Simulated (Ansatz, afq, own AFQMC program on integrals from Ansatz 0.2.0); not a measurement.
# Al₂H₂, triplet: AFQMC among the cluster methods

```xyz
4

Al    0.0000    0.0000    1.1500
Al    0.0000    0.0000   -1.1500
H     0.0000    0.0000    2.7245
H     0.0000    0.0000   -2.7245
```

Connectivity, by distances: AlH–AlH.

Basis 6-31G. Only valence electrons are correlated. Integrals, coupled cluster, full CI and functionals: Ansatz 0.2.0; the random walks run on the same integrals in our own AFQMC program. The CISD trial takes its coefficients from CCSD amplitudes. Released means that phaseless walkers are propagated on without the constraint, phases kept. Error bars are statistical, one sigma.

Determinant: UHF, the one that the program's search chose, which needn't be the lowest solution. The geometry is a PBE0/def2-TZVP stationary point of this or a neighbouring charge and spin state.

Full CI on the same integrals is exact in this basis and with this determinant's frozen core.

- T1 diagnostic: 0.0144
- weight of the determinant in the CISD state: 0.911
- ⟨S²⟩ of the determinant: 2.026
- size of the correlated space: 8 electrons in 20 orbitals

Reference: full CI, correlation energy -2.270 eV. The released energy is read at 2.40 1/Eh (meV from the phaseless value at times in 1/Eh: -4 ± 4 at 0.24, 0.0 ± 1.4 at 0.51, -0.3 ± 1.1 at 0.99, -2.1 ± 1.0 at 1.62, -4.0 ± 0.9 at 2.40).

```
         level  E − E(reference) (kJ/mol)  share of correlation (%)
            HF                      219.0                      0.00
           MP2                       70.7                     67.70
          CCSD                        7.5                     96.56
       CCSD(T)                        2.8                     98.72
         CCSDT                        0.6                     99.72
      CCSDT(Q)                        0.2                     99.91
        CCSDTQ                        0.0                     99.98
   ph-AFQMC/HF                  9.4 ± 1.9                     95.71
 ph-AFQMC/CISD                  0.6 ± 0.3                     99.72
released AFQMC                 0.2 ± 0.09                     99.90
```

CCSDT and higher add their correlation energy to the determinant of the CCSD(T) run, since their own runs factorise the integrals more tightly (a shift of under 2 meV). A walk keeps the symmetry of its determinant, which the program's search chose and which needn't be the lowest solution, so a lower state of the same spin and another symmetry isn't excluded. Released energies are given only where the last usable release times agree within the noise; a slower fall can still hide under it.
